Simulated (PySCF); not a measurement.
## Reproducing measurements on 3,3,3-trifluoroprop-1-yne

**The experiment to reproduce.**

From Wang, Chong, Molecules 2025, 30, 2887 (The role of exchange energy in modeling core-electron binding energies of strongly polar bonds), for the gas: C 1s binding energy of C1 292.03 eV; C 1s binding energy of C2 292.14 eV; C 1s binding energy of C3 299.55 eV.

Saethre, Berrah, Bozek, Boerve, Carroll, Kukk, Gard, Winter, Thomas, J. Am. Chem. Soc. 2001, 123, 10729 lists, for the gas: C 1s binding energy of C1 292.025 eV; C 1s binding energy of C2 292.144 eV; C 1s binding energy of C3 299.548 eV.

How close the calculation comes is told at the end.

Species: 3,3,3-trifluoroprop-1-yne, C₃HF₃.
Numbering: `[CH:1]#[C:2][C:3]([F:4])([F:5])[F:6]` (hydrogens: H7 on C1)

Geometry (GFN2-xTB, Å), atoms numbered from 1 in this order:
```
atom  x, y, z in Å
C1     1.747   -0.138    0.014
C2     0.555   -0.043    0.002
C3    -0.898    0.072   -0.013
F4    -1.447   -0.629   -1.016
F5    -1.449   -0.379    1.124
F6    -1.299    1.343   -0.162
H7     2.795   -0.221    0.024
```

The PySCF runs (gas phase, on this GFN2-xTB geometry; non-relativistic but for the core-level run):

```json
{"level": "delta-SCF UKS SCAN, pcX-2 on the ionised atom, pcseg-1 elsewhere, spin-free X2C", "job": "ΔSCF core ionisation, 4 holes", "basis functions": "120", "wall time": "21 s"}
```

Hardware: one thread of an x86-64 server (shared host).

Results beside the measurements:

**Core binding energies.** Delta-SCF UKS SCAN, pcX-2 on the ionised atom, pcseg-1 elsewhere, spin-free X2C in PySCF 2.14.0.

```
level and atom  computed (eV)       measured (eV)  computed − measured (eV)
      C 1s, C1         292.03  292.03 and 292.025                      0.00
      C 1s, C2         292.14  292.14 and 292.144                      0.00
      C 1s, C3         299.38  299.55 and 299.548                     -0.17
```

Sources, in the order of the opening: Wang, Chong, Molecules 2025, 30, 2887 (The role of exchange energy in modeling core-electron binding energies of strongly polar bonds); Saethre, Berrah, Bozek, Boerve, Carroll, Kukk, Gard, Winter, Thomas, J. Am. Chem. Soc. 2001, 123, 10729. Against the first value of each row the mean signed difference is -0.06 eV and the largest in size -0.17 eV. The computed values are vertical, without vibrational structure; measured positions hang on the energy calibration. The unrestricted hole states depart most from a pure doublet (⟨S²⟩ = 0.75; over 0.85 named) for C 1s of C1 (0.85), which makes this value less certain.

No measured geometry was used, and the causes of the misses weren't examined.
